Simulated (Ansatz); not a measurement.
Input file:

```yaml
crystal:
  periodic: [false, false, false]
  atoms:
    - {symbol: B, position_ang: [0.000000, -0.564500, 1.717940]}
    - {symbol: Si, position_ang: [0.000000, 0.370053, 0.040934]}
    - {symbol: N, position_ang: [0.000000, -0.439646, -1.417676]}
    - {symbol: H, position_ang: [0.000000, 1.852957, 0.133591]}
basis:
  gaussian: {orbitals: cc-pVDZ}
magnetization: {spin_polarized: true, initial_magnetization: 1}
correlation: {method: ccsd_t, electrons: outside_noble_gas}
```

```sh
$ ansatz run in.yaml --threads 1 --pin off --events-out ev --progress --plain --max-ram 2393MiB
```

The program prints:

```
496 factors; integrals over basis functions are off by at most 1.0e-3 eV
mean field evaluation 1: about -10012.0876 eV, gradient 3.9e1 eV
mean field evaluation 2: about -10012.1396 eV, gradient 3.9e1 eV
mean field evaluation 4: about -10021.4497 eV, gradient 1.0e1 eV
mean field evaluation 8: about -10023.4107 eV, gradient 3.0e0 eV
mean field evaluation 16: about -10025.7451 eV, gradient 4.9e-1 eV
mean field evaluation 32: about -10025.8943 eV, gradient 7.5e-1 eV
mean field evaluation 64: about -10022.9573 eV, gradient 2.8e0 eV
mean field evaluation 96: about -10023.4554 eV, gradient 1.8e0 eV
mean field evaluation 128: about -10024.4498 eV, gradient 1.0e-4 eV
mean field evaluation 160: about -10025.1709 eV, gradient 2.7e-1 eV
...
mean field evaluation 1312: about -10024.5437 eV, gradient 1.6e-3 eV
mean field evaluation 1344: about -10023.9738 eV, gradient 1.2e0 eV
mean field evaluation 1376: about -10023.6373 eV, gradient 1.5e0 eV
mean field evaluation 1408: about -10020.7463 eV, gradient 6.2e0 eV
mean field evaluation 1440: about -10016.6643 eV, gradient 2.1e1 eV
mean field evaluation 1472: about -10021.9148 eV, gradient 7.2e0 eV
mean field evaluation 1504: about -10022.2638 eV, gradient 1.4e0 eV
mean field evaluation 1536: about -10024.5862 eV, gradient 4.4e-4 eV
mean field evaluation 1568: about -10023.0194 eV, gradient 4.6e-4 eV
mean field -10025.91666142 eV, -368.4456414967 hartree, gradient 3.4e-6 eV, S^2 2.452220; 39 other end points of the search recorded, 0 dependent functions left out
determinant -10025.91666142 eV, -368.4456414967 hartree, with singles and doubles -10033.28005373 eV, -368.7162411731 hartree
determinant -10025.76098762 eV, -368.4399205901 hartree, with singles and doubles -10033.43433764 eV, -368.7219110022 hartree
determinant -10025.64181495 eV, -368.4355410753 hartree, with singles and doubles -10033.27152635 eV, -368.7159277976 hartree
determinant -10025.26163405 eV, -368.4215696849 hartree, with singles and doubles -10033.21829776 eV, -368.7139716831 hartree
determinant -10025.20054948 eV, -368.4193248682 hartree, with singles and doubles -10033.16602244 eV, -368.7120506004 hartree
determinant -10025.09627153 eV, -368.4154927244 hartree, with singles and doubles -10033.30897018 eV, -368.7173038331 hartree
determinant -10025.08821759 eV, -368.4151967474 hartree, with singles and doubles -10033.07790555 eV, -368.7088123647 hartree
determinant -10024.98244169 eV, -368.4113095550 hartree, with singles and doubles -10033.13602961 eV, -368.7109483843 hartree
determinant -10024.58666581 eV, -368.3967650595 hartree, with singles and doubles -10033.29790868 eV, -368.7168973305 hartree
determinant -10024.58617806 eV, -368.3967471353 hartree, with singles and doubles -10031.50696044 eV, -368.6510811966 hartree
determinant -10024.54371971 eV, -368.3951868197 hartree, with singles and doubles -10032.66077338 eV, -368.6934830398 hartree
determinant -10024.44984549 eV, -368.3917370055 hartree, with singles and doubles -10032.71845362 eV, -368.6956027498 hartree
determinant -10024.44836651 eV, -368.3916826541 hartree, with singles and doubles -10032.75625318 eV, -368.6969918579 hartree
determinant -10024.43840234 eV, -368.3913164775 hartree, with singles and doubles -10033.45106435 eV, -368.7225256975 hartree
determinant -10024.11469562 eV, -368.3794204750 hartree, with singles and doubles -10032.59895627 eV, -368.6912113030 hartree
determinant -10024.05549360 eV, -368.3772448409 hartree, with singles and doubles -10031.51098844 eV, -368.6512292226 hartree
determinant -10023.82466651 eV, -368.3687621020 hartree, with singles and doubles -10031.09526041 eV, -368.6359514994 hartree
determinant -10023.68453358 eV, -368.3636123118 hartree, with singles and doubles -10030.58930989 eV, -368.6173581607 hartree
determinant -10023.59128632 eV, -368.3601855380 hartree, with singles and doubles -10031.70496607 eV, -368.6583577692 hartree
determinant -10023.56581837 eV, -368.3592496083 hartree, with singles and doubles -10031.31576704 eV, -368.6440549685 hartree
determinant -10023.56122780 eV, -368.3590809078 hartree, with singles and doubles -10031.65105896 eV, -368.6563767194 hartree
determinant -10023.53221581 eV, -368.3580147368 hartree, with singles and doubles -10031.59411037 eV, -368.6542838975 hartree
determinant -10023.52593135 eV, -368.3577837872 hartree, with singles and doubles -10031.39796478 eV, -368.6470756800 hartree
determinant -10023.18456400 eV, -368.3452387685 hartree, with singles and doubles -10032.94298951 eV, -368.7038542916 hartree
determinant -10023.11892058 eV, -368.3428264174 hartree, with singles and doubles -10031.73956320 eV, -368.6596291903 hartree
determinant -10023.01941150 eV, -368.3391695262 hartree, with singles and doubles -10030.32722219 eV, -368.6077266156 hartree
determinant -10022.93352351 eV, -368.3360132006 hartree, with singles and doubles -10031.02422672 eV, -368.6333410594 hartree
determinant -10022.73694786 eV, -368.3287891787 hartree, with singles and doubles -10030.87699520 eV, -368.6279304008 hartree
determinant -10022.72274982 eV, -368.3282674103 hartree, with singles and doubles -10030.97261186 eV, -368.6314442485 hartree
determinant -10025.91666142 eV, -368.4456414967 hartree, with singles and doubles -10033.34608814 eV, -368.7186678929 hartree
determinant -10025.76098762 eV, -368.4399205901 hartree, with singles and doubles -10033.54277718 eV, -368.7258960819 hartree
determinant -10025.64181495 eV, -368.4355410753 hartree, with singles and doubles -10033.48130369 eV, -368.7236369727 hartree
determinant -10025.26163405 eV, -368.4215696849 hartree, with singles and doubles -10033.23534491 eV, -368.7145981544 hartree
determinant -10025.20054948 eV, -368.4193248682 hartree, with singles and doubles -10033.20432801 eV, -368.7134583041 hartree
determinant -10025.09627153 eV, -368.4154927244 hartree, with singles and doubles -10033.45274791 eV, -368.7225875672 hartree
determinant -10025.08821759 eV, -368.4151967474 hartree, with singles and doubles -10033.20859627 eV, -368.7136151597 hartree
determinant -10024.98244169 eV, -368.4113095550 hartree, with singles and doubles -10033.40758997 eV, -368.7209280434 hartree
determinant -10024.58666581 eV, -368.3967650595 hartree, with singles and doubles -10033.46243319 eV, -368.7229434946 hartree
determinant -10024.43840234 eV, -368.3913164775 hartree, with singles and doubles -10033.52256253 eV, -368.7251532071 hartree
determinant -10023.18456400 eV, -368.3452387685 hartree, with singles and doubles -10033.19389191 eV, -368.7130747847 hartree
7 core orbitals not correlated: weight in the atoms' cores, before any rotation towards them, 1.000 or more for the frozen orbitals, at most 0.000 for the correlated occupied ones
reference -10025.76098762 eV, -368.4399205901 hartree; 7, 6 occupied and 37, 38 virtual orbitals, 496 factors
second order -6.00554789 eV of doubles, -0.00000000 eV of singles
cycle   1  -7.78178748 eV  change    2.1e-6 eV  update   4.6e-6
perturbative correction -0.37993513 eV, -0.0139623586 hartree
Total energy: -10033.92271023 eV, -368.7398583637 hartree
```

The determinant lies 0.16 eV above the lowest one of its kind in the log. Its ⟨S²⟩ is 2.18 against 0.75 for a pure state. The T1 diagnostic is 0.092.

Ran on 1 thread of Intel Xeon Platinum 8175M, shared host: 74 s wall, 0.18 GiB peak host memory.
